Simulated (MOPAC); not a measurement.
MOPAC input (AM1):

```
AM1 PRECISE GNORM=0.05 LET XYZ CHARGE=-1 GEO-OK AUX(PRECISION=9) THREADS=1
C2H2F

C     0.13152232 1    0.38672480 1    0.01599482 1
C     1.26715633 1   -0.26934746 1   -0.00652910 1
F    -1.14692546 1   -0.29258346 1   -0.01565564 1
H    -0.14655768 1    1.44553984 1    0.05762139 1
H     2.07681501 1    0.48344726 1    0.02648506 1
```

Output:

```
 *******************************************************************************
 **                                                                           **
 **                              MOPAC v23.2.5                                **
 **                                                                           **
 *******************************************************************************
 ** MOPAC's Digital Object Identifier: https://doi.org/10.5281/zenodo.6511958 **
 **                                                                           **
 ** Please cite the open-source release paper for use of this MOPAC version:  **
 ** J. E. Moussa and J. J. P. Stewart (2026)                                  **
 ** MOPAC: An open-source semiempirical molecular orbital program             **
 ** J. Open Source Softw., 11(119), 8025, https://doi.org/10.21105/joss.08025 **
 *******************************************************************************

                              AM1 CALCULATION RESULTS

 *******************************************************************************
 *  AM1        - The AM1 Hamiltonian to be used
 *  GEO-OK     - OVERRIDE INTERATOMIC DISTANCE AND OTHER SAFETY CHECKS
 *
 *
 *
 *                 CHARGE ON SYSTEM = -1
 *
 *
 *
 *  LET        - OVERRIDE SOME SAFETY CHECKS
 *  PRECISE    - TIGHTER CRITERIA TO BE USED
 *  XYZ        - CARTESIAN COORDINATE SYSTEM TO BE USED
 *  GNORM      - EXIT WHEN GRADIENT NORM DROPS BELOW 0.050
 *  AUX        - OUTPUT AUXILIARY INFORMATION
 *******************************************************************************
AM1 PRECISE GNORM=0.05 LET XYZ CHARGE=-1 GEO-OK AUX(PRECISION=9) THREADS=1
 C2H2F

   ATOM   CHEMICAL          X               Y               Z
  NUMBER   SYMBOL      (ANGSTROMS)     (ANGSTROMS)     (ANGSTROMS)

     1       C          0.13152232  *   0.38672480  *   0.01599482  *
     2       C          1.26715633  *  -0.26934746  *  -0.00652910  *
     3       F         -1.14692546  *  -0.29258346  *  -0.01565564  *
     4       H         -0.14655768  *   1.44553984  *   0.05762139  *
     5       H          2.07681501  *   0.48344726  *   0.02648506  *

          CARTESIAN COORDINATES

    NO.       ATOM           X           Y           Z

     1         C          0.1315      0.3867      0.0160
     2         C          1.2672     -0.2693     -0.0065
     3         F         -1.1469     -0.2926     -0.0157
     4         H         -0.1466      1.4455      0.0576
     5         H          2.0768      0.4834      0.0265

  H: (AM1): M.J.S. DEWAR ET AL, J. AM. CHEM. SOC. 107 3902-3909 (1985)
  C: (AM1): M.J.S. DEWAR ET AL, J. AM. CHEM. SOC. 107 3902-3909 (1985)
  F: (AM1): M.J.S. DEWAR AND E. G. ZOEBISCH, THEOCHEM, 180, 1 (1988).

           Empirical Formula: C2 H2 F  =     5 atoms

      MOLECULAR POINT GROUP   :   Cs

      RHF CALCULATION, NO. OF DOUBLY OCCUPIED LEVELS = 9

          Geometry optimization using EF

          DIAGONAL MATRIX USED AS START HESSIAN

 CYCLE:     1  GRAD.:   142.242 HEAT:  14.41510
 CYCLE:     2  GRAD.:   545.658 HEAT:  45.56332
 CYCLE:     3  GRAD.:    81.576 HEAT:  10.52073
 CYCLE:     4  GRAD.:   431.902 HEAT:  43.22601
 CYCLE:     5  GRAD.:    46.061 HEAT:  9.449522
 CYCLE:     6  GRAD.:   120.822 HEAT:  15.32898
 CYCLE:     7  GRAD.:    27.017 HEAT:  9.141074
 CYCLE:     8  GRAD.:   213.724 HEAT:  19.03643
 CYCLE:     9  GRAD.:     8.023 HEAT:  8.891222
 CYCLE:    10  GRAD.:     2.858 HEAT:  8.866153
 CYCLE:    11  GRAD.:     2.567 HEAT:  8.860798
 CYCLE:    12  GRAD.:     0.883 HEAT:  8.858179
 CYCLE:    13  GRAD.:     0.134 HEAT:  8.857754
 CYCLE:    14  GRAD.:     0.045 HEAT:  8.857658

     GRADIENT =  0.04495 IS LESS THAN CUTOFF =  0.05000

 -------------------------------------------------------------------------------
 AM1 PRECISE GNORM=0.05 LET XYZ CHARGE=-1 GEO-OK AUX(PRECISION=9) THREADS=1
 C2H2F

     GEOMETRY OPTIMISED USING EIGENVECTOR FOLLOWING (EF).
     SCF FIELD WAS ACHIEVED

                              AM1 CALCULATION
                                                       MOPAC v23.2.5 Linux

          FINAL HEAT OF FORMATION =          8.85766 KCAL/MOL =      37.06044 KJ/MOL

          COSMO AREA              =         78.42 SQUARE ANGSTROMS
          COSMO VOLUME            =         60.12 CUBIC ANGSTROMS

          GRADIENT NORM           =          0.04495          =       0.02010 PER ATOM
          IONIZATION POTENTIAL    =          1.400954 EV
          HOMO LUMO ENERGIES (EV) =         -1.401  8.687
          NO. OF FILLED LEVELS    =          9
          MOLECULAR WEIGHT        =         45.0362         POINT GROUP:  Cs

          MOLECULAR DIMENSIONS (Angstroms)

            Atom       Atom       Distance
            H     5    F     3     3.35506
            H     4    C     2     1.94657
            F     3    C     1     0.00000

          SCF CALCULATIONS        =         15

   ATOM   CHEMICAL          X               Y               Z
  NUMBER   SYMBOL      (ANGSTROMS)     (ANGSTROMS)     (ANGSTROMS)

     1       C          0.07751995  *   0.37624434  *   0.01539018  *
     2       C          1.25657197  *  -0.23028018  *  -0.00499430  *
     3       F         -1.11941918  *  -0.29660086  *  -0.01572382  *
     4       H         -0.13320848  *   1.47027093  *   0.05866102  *
     5       H          2.16700313  *   0.37747415  *   0.02253041  *

                             CARTESIAN COORDINATES

   1    C        0.077519953     0.376244342     0.015390185
   2    C        1.256571967    -0.230280185    -0.004994296
   3    F       -1.119419184    -0.296600864    -0.015723817
   4    H       -0.133208477     1.470270927     0.058661021
   5    H        2.167003132     0.377474152     0.022530410

           Empirical Formula: C2 H2 F  =     5 atoms

      MOLECULAR POINT GROUP   :   Cs

                  EIGENVALUES
 -42.28163 -24.19404 -14.44509 -10.67025  -9.26198  -8.38738  -6.28829  -2.92655
  -1.40095   8.68678  10.18315  10.74645  12.34457  13.17282

              NET ATOMIC CHARGES AND DIPOLE CONTRIBUTIONS

  ATOM NO.   TYPE          CHARGE      No. of ELECS.   s-Pop       p-Pop
    1          C          -0.203948        4.2039     1.22104     2.98291
    2          C          -0.567453        4.5675     1.49729     3.07016
    3          F          -0.214915        7.2149     1.91760     5.29731
    4          H          -0.018734        1.0187     1.01873
    5          H           0.005050        0.9950     0.99495
 DIPOLE           X         Y         Z       TOTAL
 POINT-CHG.    -2.621     0.227     0.000     2.631
 HYBRID        -0.337     1.779     0.070     1.812
 SUM           -2.958     2.006     0.071     3.575

          ATOMIC ORBITAL ELECTRON POPULATIONS

     Atom    s        px        py        pz
    1  C   1.22104   0.82461   0.85615   1.30216
    2  C   1.49729   0.85578   1.48720   0.72718
    3  F   1.91760   1.48670   1.83977   1.97084
    4  H   1.01873
    5  H   0.99495

 **********************
 *                    *
 * JOB ENDED NORMALLY *
 *                    *
 **********************

 == MOPAC DONE ==
```

The dipole moment of an ion depends on the origin.

The geometry given is a B3LYP-D3(BJ)/def2-TZVP minimum.
